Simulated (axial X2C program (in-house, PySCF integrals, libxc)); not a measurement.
## AlSi⁺ along the bond: TPSSh, two-component

Calculated with an in-house all-electron X2C program for linear molecules (integrals from PySCF). Two-component (2c) means X2C with spin–orbit coupling and atomic mean-field two-electron Coulomb and Gaunt terms. Basis: Si dyall-v3z [8s7p2d1f], Al dyall-v3z [8s8p2d1f] (cores contracted in-house); Gaussian nuclei, density fitting, unrestricted open shells. Masses: Si 27.977 u, Al 26.982 u.

State: Ω = 1 (⟨Sz⟩ = 1.00, ⟨Lz⟩ = 0.00 at TPSSh). Dipoles are positive if Al is the positive end and refer to the centre of mass.

Results along the bond:

```tsv
R (Å)	μ (D)	HOMO (eV)	LUMO (eV)
2.114	2.176	-11.87	-10.06
2.211	2.244	-11.64	-10.10
2.284	2.299	-11.48	-10.11
2.357	2.360	-11.33	-10.12
2.430	2.428	-11.19	-10.12
2.515	2.519	-11.04	-10.11
2.600	2.625	-10.90	-10.09
2.709	2.785	-10.73	-10.04
2.843	3.018	-10.53	-9.97
3.038	3.424	-10.26	-9.81
```

Density functionals use the spin component along the axis (collinear). The state is one determinant with fixed occupations, lowest in a PBE0 search at one distance only: followed along the bond, the spin-free determinant M_S = 1, Λ = 1 reaches 0.13 eV lower at PBE0, so the state shown is not the lowest. With several unpaired electrons one determinant need not be a pure state. Open-shell Ω = 0 determinants with evenly filled partner blocks cannot be reached by this program, so the Ω shown need not be the lowest component. This is the Ω = 1 component of a π² triplet; the 0⁺ component is not one determinant and can lie lowest.
